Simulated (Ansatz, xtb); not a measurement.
# CH2BN+: where a starting geometry ends

The starting geometry of this gas-phase doublet was built from a drawn formula by distance geometry and a force field; its bonds are those of `[BH+]C=[N]`.

```yaml
atoms:
  - { symbol: C, position_ang: [0.3737, 2.0853, -1.4620] }
  - { symbol: B, position_ang: [-0.9554, 1.0712, -1.7603] }
  - { symbol: N, position_ang: [1.5377, 1.7782, -1.9330] }
  - { symbol: H, position_ang: [-1.2805, 0.5355, -1.0052] }
  - { symbol: H, position_ang: [0.2282, 2.9478, -0.9060] }
```

Q: Predict what becomes of its bonds when it is optimised with r2SCAN-D4/def2-SVP.

A: A new bond forms, giving a structure given below by its coordinates. Distances that change by over a tenth: B2–H4 (0.98 → 1.19 Å). Contacts that close: B2–N3 (2.60 → 1.42 Å).

The energy falls by 4.00 eV over 16 steps:

```
step  E − E(last) (eV)
   1             4.000
   3             2.081
   4             1.839
   6             1.633
   8             1.195
   9             0.685
  11             0.132
  13             0.004
  14             0.002
  16             0.000
```

Final geometry (Å):

```xyz
5

C     0.3405    2.3731   -1.3264
B    -0.4110    0.9683   -1.4957
N     0.8857    1.3951   -1.8830
H    -1.3486    0.2556   -1.3535
H     0.4371    3.4259   -1.0079
```

From the same start GFN2-xTB ends elsewhere, at `B[C+]=[N]`.

No frequencies were run, so the end isn't proven a minimum. Open shells are spin-unrestricted. Run with Ansatz 0.2.0, 47 s on 1 thread of Arm Neoverse V2 (shared host).
